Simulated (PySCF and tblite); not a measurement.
Results of a calculation; reference values are marked as such.
C4H8O, numbered as in [CH3:1][CH2:2][CH2:3][CH:4]=[O:5].

The ensemble was built from 90 distance-geometry starts (ETKDG and KDG, MMFF94s, GFN2-xTB) and rests on PBE0-D3(BJ)/def2-SVP geometries. Free energies are PBE0-D3(BJ)/def2-TZVP (IEF-PCM, chloroform) single points with GFN2-xTB rigid-rotor and vibrational terms (modes under about 100 cm⁻¹ blended into free rotors). Symmetry numbers and mirror images are counted. Conformers within 3 kcal/mol (GFN2-xTB free energy) were kept, 8 at most. Programs: PySCF with density fitting and tblite.

Rotational constants are equilibrium values for the commonest isotopes; dipoles come from the energy level named and are polarised by its solvent model.

Torsions listed: C1–C2–C3–C4, C2–C3–C4–O5. Of a mirror pair one member is shown.

| conformer | shape | symmetry | weight % |
| --- | --- | --- | --- |
| 1 | 180°, 0° | Cs | 35.8 |
| 2 | 71°, 4° | C1 (pair) | 29.0 |
| 3 | 177°, 131° | C1 (pair) | 16.4 |
| 4 | -66°, 134° | C1 (pair) | 16.1 |
| 5 | 67°, 124° | C1 (pair) | 2.8 |

Sets of constants, in random order:

```json
{"set": "P", "A (MHz)": "21282", "B (MHz)": "2128", "C (MHz)": "2072", "abs μa (D)": "3.26", "abs μb (D)": "0.68", "abs μc (D)": "1.24"}
{"set": "Q", "A (MHz)": "15131", "B (MHz)": "2567", "C (MHz)": "2288", "abs μa (D)": "1.89", "abs μb (D)": "2.65", "abs μc (D)": "0.00"}
{"set": "R", "A (MHz)": "10382", "B (MHz)": "2921", "C (MHz)": "2546", "abs μa (D)": "2.94", "abs μb (D)": "1.79", "abs μc (D)": "0.92"}
{"set": "S", "A (MHz)": "12846", "B (MHz)": "2597", "C (MHz)": "2384", "abs μa (D)": "3.46", "abs μb (D)": "0.13", "abs μc (D)": "0.94"}
{"set": "T", "A (MHz)": "8509", "B (MHz)": "3632", "C (MHz)": "2933", "abs μa (D)": "0.97", "abs μb (D)": "2.98", "abs μc (D)": "0.91"}
```

(1) Match each set to its conformer.

Thermal terms of a conformer that GFN2-xTB lacks, or places elsewhere, come from the nearest GFN2-xTB minimum; such a conformer stays in the set even outside the window.

Results:

(1) P is conformer 3, Q is conformer 1, R is conformer 4, S is conformer 5, T is conformer 2.
